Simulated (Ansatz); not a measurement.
# H4Si: a dynamics run in two tries

Aim: a short trajectory for this system. SMILES of the start: [SiH4].

Method: RKS B3LYP-D4/def2-SVP, in Ansatz 0.2.0.

## (1) The starting structure

Bond lengths: Si1–H2 1.490 Å, Si1–H3 1.490 Å, Si1–H4 1.490 Å, Si1–H5 1.490 Å. Angles: H2–Si1–H3 109.5°, H2–Si1–H4 109.5°, H2–Si1–H5 109.5°, H3–Si1–H4 109.5°, H3–Si1–H5 109.5°, H4–Si1–H5 109.5°.

Structure file:

```xyz
5

Si    0.0003    0.0000    0.0003
H     0.0001    0.0000    1.4907
H     1.4056    0.0000   -0.4964
H    -0.7023    1.2169   -0.4966
H    -0.7023   -1.2169   -0.4966
```

## (2) First attempt

File input.yaml:

```yaml
crystal:
  periodic: [false, false, false]
  atoms:
    - { symbol: Si, position_ang: [0.000282, 0.0, 0.000269] }
    - { symbol: H, position_ang: [9.4e-05, 0.0, 1.490737] }
    - { symbol: H, position_ang: [1.405583, 0.0, -0.496373] }
    - { symbol: H, position_ang: [-0.70228, 1.21695, -0.496616] }
    - { symbol: H, position_ang: [-0.70228, -1.21695, -0.496616] }
basis:
  gaussian: { orbitals: def2-SVP }
hamiltonian:
  xc: b3lyp
  dispersion: d4
md:
  timestep: 0.5
  n_steps: 25
  ensemble: langevin
  temperature: 3000.0
  initial_velocities: maxwell_boltzmann
  seed: 805695
  nose_hoover: { tau: 300.0, chain_length: 3 }
  masses: [{ species: H, mass: 2.014 }]
```

Command:

```console
$ ansatz run input.yaml --threads 1 --pin off --max-ram 2048MiB --backend cpu --events-out ev --progress --plain --runs-dir out
```

Before running it: what results should come out? Wanted: first try.

As calculated:

| quantity | value |
| --- | --- |
| first try | refused |
| cause | the word typed for the ensemble or optimiser is not among those the program lists |

What this shows: The fault in the first input was caught at the input check and cost nothing.
